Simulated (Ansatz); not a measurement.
A nudged elastic band was laid between two geometries of AlH3O + H4Si (10 atoms, charge 0, multiplicity 1).

Level of theory: RKS PBE-D4/def2-SVP (Ansatz 0.2.0).

```
movable images  : 5
climbing image  : yes
spring          : 5.0 eV/Å²
optimiser       : quadratic models (default)
start path      : through a guess of the saddle point
force threshold : 0.03 eV/Å
iteration limit : 60
end points      : relaxed
```

Image 0:

```xyz
10
Properties=species:S:1:pos:R:3
Al 0.597 -1.182 -0.655
O 1.834 -0.677 -1.753
H -0.949 -1.136 -1.092
H 1.132 -1.934 0.645
H 0.417 0.664 0.408
Si -0.883 1.047 1.104
H 1.634 -0.291 -2.620
H -0.508 2.023 2.182
H -1.787 1.682 0.090
H -1.486 -0.194 1.689
```

Image 6:

```xyz
10
Properties=species:S:1:pos:R:3
Al 0.070 -1.227 -0.168
O 1.106 -0.026 -1.487
H -0.916 -1.992 -1.180
H 1.358 -1.978 0.441
H 0.599 0.758 -1.783
Si -0.879 0.662 1.118
H 1.935 0.322 -1.100
H 0.161 1.411 1.930
H -1.423 1.716 0.163
H -2.012 0.355 2.067
```

Task: Which bonds break or form, and what moves?

Result: Bonds broken: H5–Si6. Bonds formed: Al1–Si6, O2–H5. AlH3O + H4Si becomes AlH7OSi.

Task: Give the energies along the band, and the barrier.

Result: It converged. The highest image is number 3 of 0 to 6, 1.09 eV above the first end and 0.72 eV above the last; the last end lies 0.37 eV above the first. A vibrational analysis at the climbing image gives one clearly imaginary mode, 1085i cm⁻¹: a first-order saddle point. The orbitals stay closed-shell, which can raise the energy where a bond breaks towards radicals; this wasn't checked here.

```tsv
image	path coordinate (Å)	energy (eV)	H5–Si6 (Å)	Al1–Si6 (Å)	O2–H5 (Å)
0	0.00	0.00	1.52	3.20	2.91
1	0.83	0.01	1.52	3.22	2.71
2	1.65	0.15	1.53	3.06	2.20
3	2.48	1.09	1.90	2.65	1.29
4	3.71	0.41	2.93	2.48	0.98
5	4.93	0.39	3.18	2.48	0.98
6	6.16	0.37	3.26	2.47	0.98
```

Task: What is the geometry of the highest image?

Result: 
```xyz
10
Properties=species:S:1:pos:R:3:forces:R:3
Al 0.315 -1.240 -0.285 0.00 0.00 0.00
O 1.471 -0.063 -1.203 0.00 0.01 0.00
H -0.854 -1.817 -1.211 0.00 0.00 0.00
H 1.054 -2.005 0.899 0.00 0.00 0.00
H 0.643 0.587 -0.461 0.00 -0.01 0.00
Si -0.699 0.940 0.836 0.00 -0.01 0.00
H 1.271 0.140 -2.138 0.00 0.00 0.00
H 0.012 1.689 1.932 0.00 0.00 0.00
H -1.640 1.871 0.118 0.00 0.00 0.00
H -1.573 -0.102 1.515 0.00 0.00 0.00
```

Task: What are the harmonic wavenumbers there?

Result: 1085i, 117, 199, 261, 320, 352, 407, 447, 486, 596, 656, 694, 742, 840, 879, 899, 1116, 1547, 1878, 1910, 2089, 2151, 2168, 3700 cm⁻¹.

The band took 18 iterations and roughly 4 core-minutes.

The run took 120 s on 2 threads of Intel(R) Xeon(R) Platinum 8259CL CPU @ 2.50GHz (Skylake/Cascade Lake), on a shared host, peak memory 0.13 GiB.
